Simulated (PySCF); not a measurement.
Compound: C₃H₄Cl (doublet state).
Structure used (GFN2-xTB), in Å, numbered top down from 1:
```xyz
8
C3H4Cl angstrom
C      1.6563    0.0944   -0.1816
C      0.5449    0.1919    0.4661
C     -0.8142   -0.2352   -0.0530
Cl    -1.8783    1.1926   -0.2189
H      2.0256   -0.2451   -1.1201
H      0.5095    0.6182    1.4620
H     -0.7378   -0.6993   -1.0348
H     -1.2970   -0.9081    0.6557
```

The hyperfine couplings belong to this conformer and change with its torsions.

As a line formula: `[H]/[C]=C\CCl` [radical].

Method: UKS B3LYP, pcH-1 on C Cl H, non-relativistic, mean-field spin-orbit, GIAO in PySCF 2.14.0. The structure is a single GFN2-xTB conformer in the gas phase; no vibrational or solvent corrections. A GFN2-xTB geometry isn't a minimum of the functional, and hyperfine couplings can be far from their values at a DFT geometry. Stability of the SCF solution: not tested.

(1) The isotropic 13C couplings are +317.0, +108.5, -14.1 MHz. Assign them to C1; C2; C3.

(2) Match the computed a_iso(1H) values +112.3, +31.6, -2.4 MHz (means over equivalent nuclei) with the sites H5; H6; H7/H8.

Results:

(1) 
```csv
site,a_iso (MHz),ρ(0) (bohr⁻³),position,distance from C1 (Å),spin population,largest |T| (MHz)
C1,+317.0,+0.2821,largest spin population,0.00,+1.04,143.3
C2,-14.1,-0.0126,1 bond from C1,1.29,-0.17,19.1
C3,+108.5,+0.0965,2 bonds from C1,2.50,+0.07,14.6
```

(2) 
```csv
site,a_iso (MHz),ρ(0) (bohr⁻³),position,distance from C1 (Å),bound to,spin population there,largest |T| (MHz)
H5,+31.6,+0.0071,1 bond from C1,1.06,C1,+1.04,39.9
H6,+112.3,+0.0251,"2 bonds from C1, on C2 of spin population -0.17",2.07,C2,-0.17,11.8
H7/H8,-2.4,-0.0005,3 bonds from C1,2.95,C3,+0.07,6.5
```

ρ(0) is the spin density at the nucleus and T the dipolar tensor; a_iso includes a spin–orbit part; entries for several nuclei are means. The largest Mulliken spin populations are on C1 (+1.04), C2 (-0.17) and C3 (+0.07). C1 is the only atom above +0.15.

Means are taken over nuclei equivalent by connectivity, which assumes that they swap fast. The 1H value of -2.4 MHz is a mean of couplings from -5.8 to 0.9 MHz in this one geometry, not an average over conformers.
